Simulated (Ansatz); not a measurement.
Relaxation of H₈NPSi (11 atoms, charge 0, multiplicity 1), to a largest force component of 0.03 eV/Å in at most 50 steps.

Computed with RHF/cc-pVDZ (Ansatz 0.2.0).

```xyz
11
Properties=species:S:1:pos:R:3:forces:R:3
Si 0.293 -0.094 -0.095 0.50 -0.17 -0.66
H 0.340 -0.147 1.374 0.42 0.02 0.23
N 1.829 0.076 -0.901 0.05 -0.04 0.01
H 2.461 -0.704 -0.876 -0.02 0.04 0.00
H 2.343 0.925 -0.752 0.02 0.01 -0.02
H -0.549 1.059 -0.495 -0.01 0.01 0.05
H -0.308 -1.373 -0.560 0.01 0.05 0.02
P -2.788 0.243 1.299 -0.42 0.05 0.16
H -2.764 -0.812 0.348 0.00 0.07 0.08
H -3.431 -0.511 2.311 -0.06 -0.05 0.04
H -1.478 0.026 1.794 -0.48 0.01 0.07
```

**Question.** Where does it end, and by what steps?

**Answer.** The run converged. The force dipped under the threshold on the way, but the program's further checks kept it going. After 16 steps the energy has fallen by 0.355 eV; H11 moved furthest, 1.35 Å.

| step | energy less start (eV) | largest force component (eV/Å) | accepted |
| --- | --- | --- | --- |
| 0 | 0.0000 | 0.660 | yes |
| 1 | -0.2041 | 0.187 | yes |
| 2 | -0.2964 | 0.166 | yes |
| 3 | -0.3326 | 0.094 | yes |
| 4 | -0.3422 | 0.083 | yes |
| 5 | -0.3475 | 0.037 | yes |
| 6 | -0.3504 | 0.205 | yes |
| 7 | -0.3522 | 0.110 | yes |
| 8 | -0.3533 | 0.034 | yes |
| 9 | -0.3538 | 0.016 | yes |
| 10 | -0.3540 | 0.109 | yes |
| 11 | -0.3543 | 0.030 | yes |
| 12 | -0.3544 | 0.009 | yes |
| 13 | -0.3545 | 0.005 | yes |
| 14 | -0.3542 | 0.107 | no |
| 15 | -0.3546 | 0.032 | yes |
| 16 | -0.3546 | 0.027 | yes |

```xyz
11
Properties=species:S:1:pos:R:3
Si 0.879 -0.173 -0.257
H 1.109 -0.197 1.219
N 2.306 0.073 -1.227
H 2.996 -0.657 -1.233
H 2.766 0.963 -1.162
H -0.070 0.933 -0.545
H 0.282 -1.478 -0.640
P -3.977 0.194 1.842
H -3.586 -0.408 0.618
H -4.102 -1.027 2.554
H -2.655 0.466 2.279
```

Whether the end is a true minimum wasn't checked by a vibrational analysis.

Time of the run: 26 s on 1 thread of Arm Neoverse V2, on a shared host, peak memory 0.16 GiB.
